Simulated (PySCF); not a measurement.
**Molecular orbitals of NaN⁻**

LC-ωPBE at R = 2.333 Å; basis Na def2-SVPD, N def2-SVPD; no relativity; PySCF 2.14. State: ⁴Σ⁻ (quartet), unpaired electrons σ ↑, π ↑↑. Only the outer orbitals are listed, counted within each symmetry.

```csv
spin,orbital,occ.,ε (eV),on Na (%),main shells (%)
α,1π,1,-29.21,100,100 Na p
α,1π,1,-29.21,100,100 Na p
α,4σ,1,-29.08,99,100 Na p
α,5σ,1,-16.63,1,99 N s
α,2π,1,-4.99,4,96 N p
α,2π,1,-4.99,4,96 N p
α,6σ,1,-3.80,13,"86 N p, 10 Na s"
α,7σ,1,-0.64,96,"66 Na s, 30 Na p"
α,3π,0,3.71,99,98 Na p
α,3π,0,3.71,99,98 Na p
β,1π,1,-29.20,100,100 Na p
β,1π,1,-29.20,100,100 Na p
β,4σ,1,-29.06,99,100 Na p
β,5σ,1,-12.83,2,98 N s
β,6σ,1,-2.25,24,"76 N p, 19 Na s"
β,7σ,0,3.73,95,"72 Na s, 24 Na p"
β,2π,0,3.91,99,99 Na p
β,2π,0,3.91,99,99 Na p
```

Task: Which are the highest filled and the lowest empty level, where do they sit, and how wide is the gap?

Result: Highest filled α 7σ at -0.64 eV (in %: 66 Na s, 30 Na p); lowest empty α 3π at 3.71 eV (in %: 98 Na p); the gap at LC-ωPBE is 4.35 eV. An empty level above zero is unbound, and its energy depends on the basis.

```
bond order (Mayer)                                                                                                : 0.78
⟨S²⟩                                                                                                              : 3.763
charge on Na (Mulliken, basis-dependent)                                                                          : -0.44
charge on Na (Löwdin, basis-dependent)                                                                            : -0.46
dipole moment (positive dipole points towards N; it is taken about the centre of mass and depends on that origin) : 2.30 D
```

The state is the lowest determinant that a PBE0 search found; another state may lie lower at other levels.
